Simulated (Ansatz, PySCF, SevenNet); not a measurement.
How well does each level of theory give the lattice constant a of rock-salt MgS?

Reference value: 5.188 Å (measured, corrected for zero-point motion; as tabulated in Goldzak et al. (2022), arXiv:2208.04865).

Problem. Put these levels in order of the lattice constant a that they give for rock-salt MgS, smallest first: Hartree–Fock (PySCF), SevenNet-0 (SevenNet), r²SCAN (Ansatz, a first-principles code).

Solution. r²SCAN (5.203 Å), SevenNet-0 (5.223 Å), Hartree–Fock (5.277 Å)

Errors against the reference: SevenNet-0 +0.67 %, r²SCAN +0.29 %, Hartree–Fock +1.72 %.

A ± on a computed value is a rough bar: the spread of its extrapolation, a floor set from checks against published values, or a statistical error. Ansatz's density-functional and Hartree–Fock values are scalar-relativistic unless marked +SOC, with PAW data made under PBE.

Machine-learned potentials (SevenNet-0) are trained on DFT data, which may include these solids.

Differences are worked out from the printed values.
